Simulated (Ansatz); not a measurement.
# Abstraction of H: C3H6F2 + OF → C3H5F2 + HOF

Species: C3H6F2 `CC(F)CF`, singlet; OF, doublet; C3H5F2 `C[C](F)CF`, doublet; HOF (hypofluorous acid) `OF`, singlet. A radical takes H: the energy is the difference in strength between the C–H bond broken and the O–H bond made.

Shapes, held fixed at every level: PBE0-D4/def2-TZVP. Flexible molecules stand in one conformer, not always the lowest. Programs: Ansatz 0.2.0. The zero-point and thermal change to 298 K, harmonic and unscaled (PBE0-D4/def2-TZVP), is -3.7 kJ/mol.

```csv
level,kind,ΔH(298 K) (kJ/mol),less CCSD(T)/CBS estimate
HF/def2-SVP,Hartree–Fock,+36.4,+45.7
SPW92/def2-TZVPP,LDA,-27.1,-17.8
r2SCAN-D4/def2-TZVPP,meta-GGA,-12.6,-3.3
B3LYP-D4/def2-TZVPP,global hybrid,-7.7,+1.6
PBE0-D4/def2-TZVPP,global hybrid,-6.7,+2.6
CCSD(T)/def2-SVP,coupled cluster or CI,+8.6,+17.9
CCSD/def2-TZVPP,coupled cluster or CI,+1.0,+10.3
CCSD(T)/CBS estimate,coupled cluster or CI,-9.3,0.0
```

The highest level, CCSD(T)/CBS estimate, gives ΔH(298 K) = -9.3 kJ/mol; the levels span -27.1 to +36.4. They disagree on the sign: 3 of 8 are positive. The column of differences is taken from that level and isn't an error. No measured value is set beside it here. Open shells run unrestricted unless RO is named. The CBS estimate extrapolates MP2 from def2-TZVPP and def2-QZVPP and adds CCSD(T) − MP2 in the triple-zeta set, cores frozen.
